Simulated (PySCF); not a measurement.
## BP⁻, PBE0: how much the basis matters

PySCF, UKS reference; doublet, unpaired electrons σ ↑; De to B + P⁻ without counterpoise correction.

```csv
basis,relativity,functions,Re (Å),ωe (cm⁻¹),De (eV),μ (D)
aug-pcseg-1,no relativity,50,1.703,1053,5.38,0.91
aug-cc-pVDZ/aug-cc-pV(D+d)Z,no relativity,55,1.706,1051,5.40,0.90
def2-TZVPPD,no relativity,85,1.692,1063,n/a,1.00
```

Q: How does each smaller set differ from the one with most functions, def2-TZVPPD?

A: aug-pcseg-1: +1.1 pm, -0.9 % in ωe; aug-cc-pVDZ/aug-cc-pV(D+d)Z: +1.4 pm, -1.1 % in ωe. All at PBE0; the set with most functions is neither the basis-set limit nor always the best.

A positive dipole points towards P; it is taken about the centre of mass and depends on that origin. For an ion De counts to the pair picked by the measured ionisation energies or electron affinities, which need not be the lowest pair at this level. The state is the lowest determinant that a PBE0 search found; another state may lie lower at other levels.
